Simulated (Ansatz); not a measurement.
Relaxation of CH$_{2}$NO$_{2}$ (6 atoms, charge -1, multiplicity 1), to a largest force component of 0.015 eV/Å in at most 40 steps.

Theory: RKS CAM-B3LYP-D4/def2-SVP in Ansatz 0.2.0.

```xyz
6
Properties=species:S:1:pos:R:3
N 1.110 0.087 -0.650
C -0.014 -0.088 -0.041
O -0.835 -1.026 -0.050
O -0.361 1.012 0.792
H 1.305 -0.733 -1.230
H 0.374 1.628 0.673
```

Problem. Where does it end, and by what steps?

Solution. The forces met the threshold. Limits of this set-up: an anion without diffuse functions, the dipole of an ion depends on the origin. After 4 steps the energy has fallen by 0.037 eV; H6 moved furthest, 0.06 Å.

```csv
step,energy less start (eV),largest force component (eV/Å),accepted
0,0.0000,1.446,yes
1,-0.0271,0.651,yes
2,-0.0361,0.092,yes
3,-0.0354,0.169,no
4,-0.0365,0.004,yes
```

```xyz
6
Properties=species:S:1:pos:R:3
N 1.122 0.115 -0.641
C -0.029 -0.088 -0.032
O -0.837 -1.024 -0.047
O -0.365 1.006 0.790
H 1.294 -0.715 -1.213
H 0.394 1.586 0.638
```

Time of the run: 8.2 s on 1 thread of Intel(R) Xeon(R) Platinum 8488C (Sapphire Rapids), with other jobs on the host, peak memory 0.23 GiB.
